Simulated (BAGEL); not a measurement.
# SiH2O2 (SMILES O[Si]O) at HF/aug-cc-pVDZ (density fitting with qzvpp-jkfit)

Aim: the vertical ionisation energy of SiH2O2 at HF/aug-cc-pVDZ (density fitting with qzvpp-jkfit), from 2 runs. 

The results are computed with BAGEL 1.2.2.

1 further run of the same task is left out (set aside as unsound or not needed). Runs told in other sessions of the task aren't counted.

## Step 1: The structure to begin with

The species is SiH2O2 (5 atoms), meant as a singlet with charge 0. SMILES: `O[Si]O`. Geometry: relaxed at PBE0-D4/def2-TZVP. This is one conformer, not always the lowest.

Bond lengths: O1–Si2 1.642 Å, Si2–O3 1.663 Å, O1–H4 0.964 Å, O3–H5 0.960 Å. Angles: O1–Si2–O3 99.4°, Si2–O1–H4 117.5°, Si2–O3–H5 116.1°.

## Step 2: A single-point energy at HF/aug-cc-pVDZ (density fitting with qzvpp-jkfit)

hf.json

```json
{ "bagel": [

{
  "title": "molecule",
  "basis": "aug-cc-pvdz.json",
  "df_basis": "qzvpp-jkfit",
  "angstrom": "true",
  "geometry": [
    { "atom": "O", "xyz": [   -1.443200,   -0.105600,   -0.275000 ] },
    { "atom": "Si", "xyz": [   -0.212000,   -0.791300,    0.567700 ] },
    { "atom": "O", "xyz": [    1.036000,    0.187500,    0.068600 ] },
    { "atom": "H", "xyz": [   -1.231900,    0.648900,   -0.836100 ] },
    { "atom": "H", "xyz": [    1.901100,   -0.013100,    0.433400 ] }
  ]
},
{ "title": "hf" },
{ "title": "print", "file": "orbitals.molden", "orbitals": "true" }

]}
```

The basis set aug-cc-pVDZ is read from a file made from the Basis Set Exchange's data (not shown).

The run is started by

```
$ BAGEL_NUM_THREADS=1 BAGEL hf.json > hf.out
```

The program printed:

```text
* using 1 threads per process

  ===============================================================
  ===============================================================

  *** Geometry ***

  { "atom" : "O", "xyz" : [     -2.727253,     -0.199555,     -0.519675 ] },
  { "atom" : "Si", "xyz" : [     -0.400622,     -1.495340,      1.072798 ] },
  { "atom" : "O", "xyz" : [      1.957756,      0.354324,      0.129635 ] },
  { "atom" : "H", "xyz" : [     -2.327954,      1.226243,     -1.580000 ] },
  { "atom" : "H", "xyz" : [      3.592558,     -0.024755,      0.819007 ] },

  Number of auxiliary basis functions:      318

  Since a DF basis is specified, we compute 2- and 3-index integrals:
    o Being stored without compression. Storage requirement is 0.021 GB

  Number of basis functions:       91
  Number of electrons      :       32

    * METHOD: MOLECULE                             0.09

  *** RHF ***

  === Nuclear Repulsion ===
   103.6462536274

      * DIIS with orbital gradients will be used.

  === RHF iteration (aug-cc-pvdz.json) ===
      0       -439.53371883          0.02472523           0.03
      1       -439.71380146          0.02164466           0.03
      2       -439.90574319          0.00226008           0.03
      3       -439.90895444          0.00046531           0.03
      4       -439.90908298          0.00019138           0.03
      5       -439.90910657          0.00005197           0.03
      6       -439.90910854          0.00001371           0.03
      7       -439.90910870          0.00000394           0.03
      8       -439.90910872          0.00000193           0.03
      9       -439.90910872          0.00000071           0.03
     10       -439.90910872          0.00000025           0.03
     11       -439.90910872          0.00000012           0.03
     12       -439.90910872          0.00000004           0.03
     13       -439.90910872          0.00000001           0.03
    * SCF iteration converged.

    * Permanent dipole moment:
           (   -0.686654,    -0.245347,     0.037959) a.u.

    * METHOD: HF                                   0.46

    * METHOD: PRINT                                0.01

  ===============================================================
```

It took 0.75 s on 1 thread of Arm Neoverse V2, shared host.

## Step 3: The doublet cation, same level

job.json

```json
{ "bagel": [

{
  "title": "molecule",
  "basis": "aug-cc-pvdz.json",
  "df_basis": "qzvpp-jkfit",
  "angstrom": true,
  "geometry": [
    { "atom": "O", "xyz": [   -1.443200,   -0.105600,   -0.275000 ] },
    { "atom": "Si", "xyz": [   -0.212000,   -0.791300,    0.567700 ] },
    { "atom": "O", "xyz": [    1.036000,    0.187500,    0.068600 ] },
    { "atom": "H", "xyz": [   -1.231900,    0.648900,   -0.836100 ] },
    { "atom": "H", "xyz": [    1.901100,   -0.013100,    0.433400 ] }
  ]
},
{
  "title": "uhf",
  "charge": 1,
  "nopen": 1
},
{
  "title": "print",
  "file": "orbitals.molden",
  "orbitals": true
}

]}
```

The basis set aug-cc-pVDZ is read from a file made from the Basis Set Exchange's data (not shown).

The run is started by

```
$ BAGEL_NUM_THREADS=1 BAGEL job.json > job.out
```

The program printed:

```text
* using 1 threads per process

  ===============================================================
  ===============================================================

  *** Geometry ***

  { "atom" : "O", "xyz" : [     -2.727253,     -0.199555,     -0.519675 ] },
  { "atom" : "Si", "xyz" : [     -0.400622,     -1.495340,      1.072798 ] },
  { "atom" : "O", "xyz" : [      1.957756,      0.354324,      0.129635 ] },
  { "atom" : "H", "xyz" : [     -2.327954,      1.226243,     -1.580000 ] },
  { "atom" : "H", "xyz" : [      3.592558,     -0.024755,      0.819007 ] },

  Number of auxiliary basis functions:      318

  Since a DF basis is specified, we compute 2- and 3-index integrals:
    o Being stored without compression. Storage requirement is 0.021 GB

  Number of basis functions:       91
  Number of electrons      :       32

    * METHOD: MOLECULE                             0.09

  *** Open-shell HF ***

  === Nuclear Repulsion ===
   103.6462536274

      * DIIS with orbital gradients will be used.

  === UHF iteration (aug-cc-pvdz.json) ===
      0       -439.21654359          0.04688621           0.05
      1       -439.39148650          0.04285708           0.05
      2       -439.48914203          0.02710147           0.05
      3       -439.58577750          0.00216992           0.05
      4       -439.58706215          0.00064994           0.05
      5       -439.58724377          0.00029437           0.05
      6       -439.58728062          0.00009754           0.05
      7       -439.58729135          0.00003876           0.05
      8       -439.58729481          0.00001567           0.05
      9       -439.58729581          0.00000642           0.06
     10       -439.58729600          0.00000346           0.05
     11       -439.58729605          0.00000176           0.05
     12       -439.58729607          0.00000109           0.05
     13       -439.58729608          0.00000072           0.06
     14       -439.58729608          0.00000043           0.05
     15       -439.58729608          0.00000015           0.05
     16       -439.58729608          0.00000008           0.06
     17       -439.58729608          0.00000004           0.05
     18       -439.58729608          0.00000002           0.05
     19       -439.58729608          0.00000001           0.05
     20       -439.58729608          0.00000001           0.05
    * SCF iteration converged.

    * S^2 (UHF) is 0.7594

    * Permanent dipole moment:
           (   -0.762864,     0.838433,    -0.856158) a.u.

    * METHOD: UHF                                  1.21

    * METHOD: PRINT                                0.01

  ===============================================================
```

Run time: 1.4 s. Hardware: 1 thread of Arm Neoverse V2, shared host.

## Step 4: Summary of results

At HF/aug-cc-pVDZ (density fitting with qzvpp-jkfit):

```
                                          quantity          value
                      singlet SiH2O2: total energy  -439.90911 Eh
                     singlet SiH2O2: dipole moment         1.86 D
                       singlet SiH2O2: HOMO energy       -9.75 eV
                       singlet SiH2O2: LUMO energy        1.00 eV
                     singlet SiH2O2: HOMO–LUMO gap       10.75 eV
                      doublet cation: total energy  -439.58730 Eh
                              doublet cation: ⟨S²⟩          0.759
vertical ionisation energy (to the doublet cation)       8.757 eV
```

What this shows: The vertical ionisation energy comes to 8.76 eV (845 kJ/mol). −ε(HOMO) before ionisation, 9.75 eV, is 1.00 eV above this ionisation energy.
